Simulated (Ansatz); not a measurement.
System: zinc-blende HgS (metastable phase). Method: PBE in Ansatz (plane waves, PAW).

Run with plane-wave cutoff 520 eV, 10×10×10 k mesh, Fermi–Dirac smearing 0.01 eV, scalar-relativistic PAW data made under PBE.

Pressure at four volumes; x = ln(V/26.877 Å³). One pressure is withheld.

| V (Å³/atom) | x | P (GPa) |
|---|---|---|
| 25.265 | -0.0619 | ? |
| 25.802 | -0.0408 | 2.29 |
| 26.877 | 0.0000 | 0.01 |
| 28.490 | 0.0583 | -2.53 |

### Question
Pass a parabola P(x) through the three rows shown, estimate the bulk modulus and its pressure derivative near zero pressure, and predict the withheld pressure.

### Answer
Slopes between the rows: (0.01 − (2.29))/(0.0000 − (-0.0408)) = -55.88 and (-2.53 − (0.01))/(0.0583 − (0.0000)) = -43.57 GPa. Their difference over the span 0.0991 is c = 12.31/0.0991 = 124.2 GPa, so P(x) = 2.29 + (-55.88)(x − (-0.0408)) + 124.2 (x − (-0.0408))(x − (0.0000)). At the middle row B = −dP/dx = −[-55.88 + 124.2 × 0.0408] = 50.8 GPa, and B′ = dB/dP = 2c/B = 4.9. At x = -0.0619 the parabola gives 3.63 GPa; the run gives 3.65 GPa. The Birch–Murnaghan fit to the energies at all volumes has B0 = 50.3 GPa and B′ = 4.9.

Spin–orbit coupling is not included; it can shift volumes and moduli of such heavy elements.

Ansatz is an electronic-structure program.
